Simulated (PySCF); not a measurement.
How the method changes the constants of F2

State: ¹Σg⁺ (singlet), closed shell. Set-up: F def2-SVP; no relativity (PySCF 2.14). De refers to F + F in their high-spin ground configurations, without counterpoise correction.

```tsv
Level	Re (Å)	ωe (cm⁻¹)	De (eV)
RHF	1.334	1222	-1.53
RHF-MP2	1.407	972	1.43
RHF-SCS-MP2	1.419	924	1.33
RHF-CCSD	1.414	929	1.07
RHF-CCSD(T)	1.435	834	1.27
PBE	1.411	988	2.42
TPSS	1.415	992	2.09
r²SCAN	1.400	1025	1.73
PBE0	1.377	1080	1.57
M06	1.377	1057	1.59
HSE06	1.379	1073	1.55
BHandHLYP	1.362	1134	0.73
```

The bond length runs from 1.334 Å (RHF) to 1.435 Å (RHF-CCSD(T)). De spans -1.53 eV (RHF, mean field) to 2.42 eV (PBE, GGA). Correlation at CCSD(T) changes the Hartree–Fock bond energy by +2.80 eV; the triples alone change it by +0.20 eV.

Correlated steps freeze 2 core orbitals. Correlated levels converge slowly with the basis: in double zeta they bind strong bonds too weakly, by up to about 1 eV, and carry superposition errors of some tenths. Where the molecule has an RHF reference, its open-shell atoms are computed with UHF. A negative De means that the minimum lies above the separated atoms at that level.
